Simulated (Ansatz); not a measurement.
# N2H3 (hydrazinyl radical): UCCSDT/STO-3G

What is the vertical ionisation energy of N2H3 (hydrazinyl radical) at UCCSDT/STO-3G? 

The results are computed with Ansatz 0.2.0.

34 further runs of the same task are left out: 34 set aside as unsound or not needed.

### Step 1. The molecule

N2H3 has 5 atoms, charge 0, and is taken as a doublet. SMILES: `[NH]N`. The coordinates come from a GFN2-xTB relaxation. This is one conformer, not always the lowest.

Bond lengths: N1–N2 1.335 Å, N1–H3 1.020 Å, N2–H4 1.011 Å, N2–H5 1.017 Å. Angles: N1–N2–H4 112.8°, N1–N2–H5 121.7°, N2–N1–H3 109.8°, H4–N2–H5 116.1°.

### Step 2. The energy at UCCSDT/STO-3G

in.yaml

```yaml
crystal:
  periodic: [false, false, false]
  atoms:
    - {symbol: "N", position_ang: [-0.174970, -0.805480, 0.447260]}
    - {symbol: N, position_ang: [-0.126270, 0.251970, -0.365880]}
    - {symbol: H, position_ang: [0.751750, -0.989150, 0.831090]}
    - {symbol: H, position_ang: [-1.043070, 0.577800, -0.638700]}
    - {symbol: H, position_ang: [0.592550, 0.964850, -0.273770]}
basis:
  gaussian:
    orbitals: STO-3G
magnetization:
  spin_polarized: true
  initial_magnetization: 1
correlation:
  method: ccsdt
  frozen_orbitals: {H: 0, "N": 1}
accuracy: high
scf:
  omitted_lower_state_checks: [cluster_reference, increment]
```

Command:

```console
ansatz run in.yaml --threads 1 --pin off --max-ram 2610MiB --events-out events.jsonl --progress --plain --runs-dir runs
```

What it wrote, shortened:

```text
Warning: RAYON_NUM_THREADS=1 ignored (pool sized by the plan → 1); use --threads N
Functional definition: HF
  name "HF"
[...]
209 factors; integrals over basis functions are off by at most 1.2e-8 eV
[...]
mean field -2969.91284025 eV, -109.1422838001 hartree, gradient 2.0e-8 eV, S^2 0.755266; 0 other end points of the search recorded, 0 dependent functions left out
2 core orbitals not correlated: weight in the atoms' cores, before any rotation towards them, 1.000 or more for the frozen orbitals, at most 0.000 for the correlated occupied ones
reference -2969.91284025 eV, -109.1422838001 hartree; 7, 6 occupied and 4, 5 virtual orbitals, 209 factors
second order -2.07665713 eV of doubles, -0.00000000 eV of singles
cycle   1  -2.54716895 eV  change   -4.7e-1 eV  update   5.8e-2
[...]
cycle  24  -2.86860886 eV  change    1.1e-9 eV  update   1.0e-9
Total energy: -2972.78144911 eV, -109.2477032313 hartree
Checks for a lower state left out: cluster_reference, increment
```

Run time: 0.48 s. Hardware: 1 thread of Arm Neoverse V1, shared host.

### Step 3. The singlet cation at the same level

Edit in.yaml of step 2 so:

```diff
@@ -9,12 +9,6 @@
 basis:
-  gaussian:
-    orbitals: STO-3G
-magnetization:
-  spin_polarized: true
-  initial_magnetization: 1
-correlation:
-  method: ccsdt
-  frozen_orbitals: {H: 0, "N": 1}
+  gaussian: {orbitals: STO-3G}
+total_charge: 1
+correlation: {method: ccsdt, frozen_orbitals: {H: 0, "N": 1}}
 accuracy: high
-scf:
-  omitted_lower_state_checks: [cluster_reference, increment]
+scf: {omitted_lower_state_checks: [cluster_reference, increment]}
```

Command:

```console
ansatz run in.yaml --threads 1 --pin off --max-ram 2610MiB --events-out events.jsonl --progress --plain --runs-dir runs
```

What it wrote, shortened:

```text
Warning: RAYON_NUM_THREADS=1 ignored (pool sized by the plan → 1); use --threads N
Functional definition: HF
  name "HF"
[...]
209 factors; integrals over basis functions are off by at most 1.2e-8 eV
[...]
mean field -2963.33626638 eV, -108.9005991681 hartree, gradient 5.7e-8 eV, S^2 0.000000; 0 other end points of the search recorded, 0 dependent functions left out; unrestricted orbitals would lower it
2 core orbitals not correlated: weight in the atoms' cores, before any rotation towards them, 1.000 or more for the frozen orbitals, at most 0.000 for the correlated occupied ones
reference -2963.33626638 eV, -108.9005991681 hartree; 6, 6 occupied and 5, 5 virtual orbitals, 209 factors
second order -3.64898856 eV of doubles, -0.00000000 eV of singles
cycle   1  -4.02149424 eV  change   -3.7e-1 eV  update   1.1e-1
[...]
cycle  26  -4.63196409 eV  change  -4.0e-10 eV  update  9.5e-10
Total energy: -2967.96823048 eV, -109.0708207089 hartree
Checks for a lower state left out: cluster_reference, increment
```

It took 0.18 s on 1 thread of Arm Neoverse V1, shared host.

### Step 4. Results

Level: UCCSDT/STO-3G, 2 core orbitals frozen.

```
                                                   quantity          value
                                 doublet N2H3: total energy  -109.24770 Eh
  doublet N2H3: correlation energy (2 core orbitals frozen)     -105.4 mEh
            doublet N2H3: ⟨S²⟩ of the reference determinant          0.755
                                doublet N2H3: T1 diagnostic          0.018
                               singlet cation: total energy  -109.07082 Eh
singlet cation: correlation energy (2 core orbitals frozen)     -170.2 mEh
                              singlet cation: T1 diagnostic          0.029
         vertical ionisation energy (to the singlet cation)       4.813 eV
```

In words: Removing an electron at fixed nuclei costs 4.81 eV (464 kJ/mol). Only the singlet of the ionised species was computed; a triplet could lie lower. In a minimal basis such a difference can be off by several eV, whatever the method. The T1 diagnostic (singlet cation) of 0.029 is above the customary mark for such species, so a single reference may not serve. The restricted solution (singlet cation) is unstable to spin breaking: an unrestricted one lies lower.
